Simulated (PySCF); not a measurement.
**SMILES c1cc[nH]c1, C$_{4}$H$_{5}$N**

Geometry:
```json
{"atom": "C1", "x (Å)": "0.481", "y (Å)": "1.139", "z (Å)": "-0.096"}
{"atom": "C2", "x (Å)": "-0.887", "y (Å)": "0.725", "z (Å)": "-0.147"}
{"atom": "C3", "x (Å)": "-0.903", "y (Å)": "-0.664", "z (Å)": "-0.077"}
{"atom": "N4", "x (Å)": "0.404", "y (Å)": "-1.091", "z (Å)": "0.014"}
{"atom": "C5", "x (Å)": "1.259", "y (Å)": "-0.009", "z (Å)": "0.004"}
{"atom": "H6", "x (Å)": "0.858", "y (Å)": "2.166", "z (Å)": "-0.129"}
{"atom": "H7", "x (Å)": "-1.767", "y (Å)": "1.371", "z (Å)": "-0.227"}
{"atom": "H8", "x (Å)": "-1.733", "y (Å)": "-1.376", "z (Å)": "-0.085"}
{"atom": "H9", "x (Å)": "0.696", "y (Å)": "-2.062", "z (Å)": "0.080"}
{"atom": "H10", "x (Å)": "2.342", "y (Å)": "-0.142", "z (Å)": "0.069"}
```

Method: UKS PBE/def2-SVPD four-point reorganisation energy, gas phase (PySCF 2.14.0). Geometry: PBE/def2-SVPD.

What is the inner reorganisation energy for hole transfer, with the ionisation energy?

λ = 0.148 (surface of the oxidised species) + 0.144 (surface of the starting species) = 0.292 eV. The ionisation energy is 8.28 eV vertical and 8.13 eV adiabatic without zero-point energy; at the relaxed geometry of the oxidised species the two energies differ by 7.99 eV. Largest bond changes: C5–C1 1.391 → 1.441 Å, C2–C3 1.391 → 1.440 Å, C1–C2 1.430 → 1.384 Å, N4–C5 1.379 → 1.367 Å, C3–N4 1.379 → 1.368 Å. ⟨S²⟩ of the relaxed oxidised species 0.758.
